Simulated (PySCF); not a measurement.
Bond curve of Li₂

Set-up: Li STO-3G; no relativity (PySCF 2.14). Energies in eV from Li + Li in their ground configurations at the same level. State: ¹Σg⁺ (singlet), closed shell.

Curves on a restricted Hartree–Fock reference rise too fast on stretching and do not dissociate correctly.

| R (Å) | PBE0 | B97-3 | RHF-CCSD(T) |
| --- | --- | --- | --- |
| 2.316 | -0.7982 | -0.956 |  |
| 2.424 | -0.8916 | -1.047 | -0.9212 |
| 2.531 | -0.9478 | -1.101 | -0.9594 |
| 2.612 | -0.9696 | -1.121 | -0.9704 |
| 2.693 | -0.9765 | -1.127 | -0.9688 |
| 2.774 | -0.9706 | -1.120 | -0.9566 |
| 2.881 | -0.9462 | -1.094 | -0.9270 |
| 3.016 | -0.8942 | -1.041 | -0.8735 |
| 3.178 | -0.8082 | -0.954 | -0.7935 |
| 3.393 | -0.6670 | -0.812 |  |

Put a parabola through the three lowest points of the PBE0 curve and estimate Re, k and ωe (reduced mass 3.508 u; 1 eV/Å² = 0.16022 mdyn/Å; ωe = 1302.8·√(k/μ) cm⁻¹).

Through R = 2.612, 2.693, 2.774 Å the second-order coefficient is 0.975 eV/Å², so Re ≈ 2.696 Å, k ≈ 0.313 mdyn/Å and ωe ≈ 389 cm⁻¹. A polynomial fit of higher order to the unrounded PBE0 energies gives Re = 2.694 Å, k = 0.312 mdyn/Å, ωe = 388 cm⁻¹; anharmonicity and rounding make the difference.

The higher-order fit for each curve: PBE0: Re = 2.694 Å, ωe = 388 cm⁻¹, De = 0.98 eV; B97-3: Re = 2.686 Å, ωe = 390 cm⁻¹, De = 1.13 eV; RHF-CCSD(T): Re = 2.641 Å, ωe = 375 cm⁻¹, De = 0.97 eV.

Correlated steps freeze no core orbitals. Closed-shell solutions of metal pairs were not tested for spin polarisation, which can lower them a little. Where the molecule has an RHF reference, its open-shell atoms are computed with UHF. STO-3G is very small, so such numbers show the basis as much as the molecule.
